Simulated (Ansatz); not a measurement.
A nudged elastic band was laid between two geometries of BClH2 + H (5 atoms, charge 0, multiplicity 2).

Theory: UKS B3LYP-D4/def2-SVP (Ansatz 0.2.0).

- movable images: 5
- climbing image: yes
- spring: 5.0 eV/Å²
- optimiser: quadratic models (default)
- start path: through a guess of the saddle point
- force threshold: 0.05 eV/Å
- iteration limit: 60
- end points: relaxed

First end point:

```xyz
5
Properties=species:S:1:pos:R:3
B 0.000 0.000 -0.162
Cl 0.000 0.000 1.584
H 1.058 0.000 -0.730
H -1.058 0.000 -0.730
H 0.000 0.000 4.737
```

Last end point:

```xyz
5
Properties=species:S:1:pos:R:3
B 0.000 0.000 -0.505
Cl 0.000 0.000 2.974
H 1.087 0.000 -1.018
H -1.087 0.000 -1.018
H 0.000 0.000 4.267
```

Which bonds break or form, and what moves?

Bonds broken: B1–Cl2. Bonds formed: Cl2–H5. BClH2 + H becomes BH2 + ClH.

What energy profile does the band end with?

It converged. The highest image is number 3 of 0 to 6, 1.36 eV above the first end and 0.33 eV above the last; the last end lies 1.03 eV above the first. A vibrational analysis at the climbing image gives 2 clearly imaginary modes (695i, 482i cm⁻¹): a point of higher order, so a lower path passes nearby.

```json
{"image": "0", "path coordinate (Å)": "0.00", "energy (eV)": "0.00", "B1–Cl2 (Å)": "1.75", "Cl2–H5 (Å)": "3.15"}
{"image": "1", "path coordinate (Å)": "0.47", "energy (eV)": "0.03", "B1–Cl2 (Å)": "1.75", "Cl2–H5 (Å)": "2.63"}
{"image": "2", "path coordinate (Å)": "0.94", "energy (eV)": "0.24", "B1–Cl2 (Å)": "1.78", "Cl2–H5 (Å)": "2.08"}
{"image": "3", "path coordinate (Å)": "1.41", "energy (eV)": "1.36", "B1–Cl2 (Å)": "2.25", "Cl2–H5 (Å)": "1.44"}
{"image": "4", "path coordinate (Å)": "1.84", "energy (eV)": "1.15", "B1–Cl2 (Å)": "2.71", "Cl2–H5 (Å)": "1.31"}
{"image": "5", "path coordinate (Å)": "2.26", "energy (eV)": "1.05", "B1–Cl2 (Å)": "3.10", "Cl2–H5 (Å)": "1.30"}
{"image": "6", "path coordinate (Å)": "2.69", "energy (eV)": "1.03", "B1–Cl2 (Å)": "3.48", "Cl2–H5 (Å)": "1.29"}
```

What is the geometry of the highest image?


```xyz
5
Properties=species:S:1:pos:R:3:forces:R:3
B 0.000 0.000 -0.042 0.00 0.00 -0.04
Cl 0.000 0.000 2.207 0.00 0.00 0.01
H 1.085 0.000 -0.556 -0.02 0.00 0.02
H -1.085 0.000 -0.556 0.02 0.00 0.02
H 0.000 0.000 3.648 0.00 0.00 -0.01
```

Run time: 52 s on 1 thread of Arm Neoverse V2, on a shared host, peak memory 0.1 GiB.
